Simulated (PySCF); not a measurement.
Compound: C4H4O2.
InChI=1S/C4H4O2/c5-4-1-2-6-3-4/h1-3,5H

Method: EOM-IP-CCSD/aug-cc-pVDZ in PySCF, restricted Hartree–Fock reference, frozen core, non-relativistic, gas phase, PBE0-D3(BJ)/def2-SVP geometry.

Hartree–Fock orbital energies give these Koopmans values (eV): HOMO 8.42, HOMO-1 10.34, HOMO-2 14.08, HOMO-3 15.57, HOMO-4 15.77, HOMO-5 16.25, HOMO-6 17.05, HOMO-7 17.63.

**Question.** What vertical ionisation energies does EOM-IP-CCSD give?

**Answer.** 
```csv
leading hole (HF orbital),Koopmans (eV),EOM-IP-CCSD (eV),change (eV),one-hole share
HOMO,8.42,8.35,-0.07,0.96
HOMO-1,10.34,9.70,-0.64,0.95
HOMO-2,14.08,12.48,-1.60,0.95
HOMO-4,15.77,13.60,-2.17,0.93
HOMO-3,15.57,13.63,-1.94,0.95
HOMO-5,16.25,14.65,-1.60,0.95
HOMO-7,17.63,15.20,-2.43,0.84
HOMO-6,17.05,15.42,-1.63,0.95
```

**Question.** Does the order of the lines follow the orbital energies?

**Answer.** No: the HOMO-4 hole (13.60 eV) falls below the HOMO-3 hole (13.63 eV); the HOMO-7 hole (15.20 eV) falls below the HOMO-6 hole (15.42 eV). The corrections run from -2.43 to -0.07 eV, with a mean of -1.51 eV over the 8 lines; no line lies above its Koopmans value. Koopmans values leave out both the relaxation of the orbitals and the change in correlation energy.

**Question.** At what kinetic energies would He I light (21.22 eV) eject these electrons?

**Answer.** 12.87 eV (HOMO), 11.52 eV (HOMO-1), 8.74 eV (HOMO-2), 7.62 eV (HOMO-4), 7.59 eV (HOMO-3), 6.57 eV (HOMO-5), 6.02 eV (HOMO-7), 5.80 eV (HOMO-6).

Lines less than 0.15 eV apart could change places at a higher level. One root was sought for each valence orbital with −ε under 21 eV, eight at most, so deeper holes and satellites are missing; no vibrational structure.

Hardware: an Arm Neoverse V2 with one thread, no GPU (shared host). Cost: 11 min wall.

Shape of the structure used: `[OH:1][c:2]1[cH:3][cH:4][o:5][cH:6]1`: H–O1–C2–C3 0°.

One conformer stands for the species.
